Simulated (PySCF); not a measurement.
## Gas-phase thermal properties of CH2NH

Method: PySCF energies (xtb for GFN2) plus ideal-gas RRHO corrections (1 bar). 6-31G* has spherical d functions here. All species are closed-shell singlets. B3LYP is the form with VWN-RPA correlation. CH2NH: computed as isolated molecules; such fragments, hydroxides, amides, oligomers or adducts are transient or little studied in the gas. The harmonic model lacks anharmonicity and excited electronic states, which grow with temperature; levels with a mode under 35 cm⁻¹ are left out.

```tsv
level	point group	σ	ZPE (kJ/mol)	S°298 (J/mol/K)	Cp298 (J/mol/K)	S°1000 (J/mol/K)	H1000 − H298 (kJ/mol)
B3LYP/6-31G*	Cs	1	105.2	227.1	37.5	293.3	41.1
GFN2-xTB	Cs	1	100.7	227.1	38.6	295.2	42.3
HF/6-31G*	Cs	1	113.6	226.4	36.3	289.5	39.3
PBE/def2-SVP	Cs	1	101.3	227.6	38.3	295.3	42.1
PBE0/def2-TZVP	Cs	1	105.1	227.0	37.6	293.3	41.2
```
σ: rotational symmetry number. Electronic degeneracy used: 1. Frequencies are unscaled.
